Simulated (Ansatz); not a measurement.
The first iterations of a band of C$_{2}$H$_{8}$FN$_{3}$ (14 atoms, charge 0, multiplicity 1).

Theory: RKS PBE0/6-31G* (Ansatz).

```yaml
movable_images: 9
climbing_image: yes
spring: 50.0 eV/Å²
optimiser: quadratic models (default)
start_path: IDPP
force_threshold: 0.05 eV/Å
iteration_limit: 41
end_points: relaxed
```

Image 0:

```xyz
14
Properties=species:S:1:pos:R:3
N -0.824 -1.266 -0.327
C 0.172 -0.458 0.352
N 1.476 -1.101 0.348
N 0.374 0.827 -0.274
C -0.747 1.693 -0.322
F -0.755 2.543 0.776
H -1.142 -2.026 0.270
H -0.393 -1.688 -1.148
H -0.231 -0.256 1.358
H 2.148 -0.501 0.821
H 1.435 -1.978 0.860
H 0.860 0.726 -1.157
H -1.698 1.145 -0.305
H -0.690 2.311 -1.224
```

Image 10:

```xyz
14
Properties=species:S:1:pos:R:3
N -0.882 -1.203 -0.042
C 0.188 -0.390 0.492
N 1.480 -1.067 0.455
N 0.395 0.840 -0.241
C -0.725 1.652 -0.522
F -1.519 1.182 -1.565
H -1.024 -2.028 0.535
H -0.629 -1.518 -0.976
H -0.130 -0.111 1.512
H 2.181 -0.484 0.908
H 1.427 -1.934 0.982
H 0.962 0.659 -1.064
H -0.385 2.650 -0.820
H -1.351 1.722 0.373
```

| iteration | highest image above the first end (eV) | largest band force component (eV/Å) |
| --- | --- | --- |
| 1 | 1.121 | 3.518 |
| 2 | 0.463 | 1.041 |
| 3 | 0.359 | 0.345 |

Does the band converge within its limit, and where does its top end?

The forces met the threshold. It ended after 9 iterations with the highest image 0.332 eV above the first end. Another band between the same ends (9 images) ends at a top of the same energy, where a vibrational analysis finds 1 clearly imaginary mode.

Run time: 7.5 min on 2 threads of Arm Neoverse N1, with other jobs on the host, peak memory 0.26 GiB.
